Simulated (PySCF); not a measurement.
carbonyl sulfide (COS), SMILES S=C=O. The structure is a stationary point at PBE-D3(BJ)/def2-TZVP.

The numbers are results of PBE-D3(BJ)/def2-TZVP run with PySCF 2.14.0, not measurements.

Harmonic wavenumbers (cm⁻¹): 509, 509, 868, 2065. Rotational constants (GHz): 6.013 (linear); symmetry number 1.

Work out the zero-point energy and the ideal-gas rigid-rotor harmonic-oscillator thermochemistry at 298.15 K and 1 atm.

ZPE = ½ Σ hcν = ½ × 3951 cm⁻¹ = 5.65 kcal/mol. H − E(el) = 8.03 kcal/mol. Entropy in cal/(mol K): translation 38.20, rotation 15.78, vibration 1.43, total 55.41. G − E(el) = -8.49 kcal/mol. Cp = 9.97 cal/(mol K).
